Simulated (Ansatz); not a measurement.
## Abstraction of F: C2H5FO + C2H2F3 → C2H5O + C2H2F4

Species: C2H5FO (methoxymethyl fluoride) `COCF`, singlet; C2H2F3 `[CH2]C(F)(F)F`, doublet; C2H5O (methoxymethyl) `[CH2]OC`, doublet; C2H2F4 (norflurane) `FCC(F)(F)F`, singlet. A radical takes F: the energy is the difference in strength between two C–F bonds in different surroundings.

Shapes, held fixed at every level: PBE0-D4/def2-TZVP. Flexible molecules stand in one conformer, not always the lowest. Programs: Ansatz 0.2.0. The zero-point and thermal change to 298 K, harmonic and unscaled (PBE0-D4/def2-TZVP), is +1.1 kJ/mol.

```tsv
level	kind	ΔH(298 K) (kJ/mol)	less CCSD(T)/CBS estimate
MP2/def2-SVP	perturbation theory	+26.6	+3.2
HF/def2-TZVPP	Hartree–Fock	+34.2	+10.8
wB97X-V/def2-TZVPP	range-separated hybrid	+20.1	-3.3
CCSD(T)/def2-SVP	coupled cluster or CI	+23.9	+0.5
CCSD/def2-SVP	coupled cluster or CI	+25.1	+1.7
CCSD(T)/def2-TZVPP	coupled cluster or CI	+24.5	+1.1
CCSD(T)/CBS estimate	coupled cluster or CI	+23.4	0.0
```

The highest level, CCSD(T)/CBS estimate, gives ΔH(298 K) = +23.4 kJ/mol; the levels span +20.1 to +34.2. The column of differences is taken from that level and isn't an error. No measured value is set beside it here. Open shells run unrestricted. The CBS estimate extrapolates MP2 from def2-TZVPP and def2-QZVPP and adds CCSD(T) − MP2 in the triple-zeta set, cores frozen.
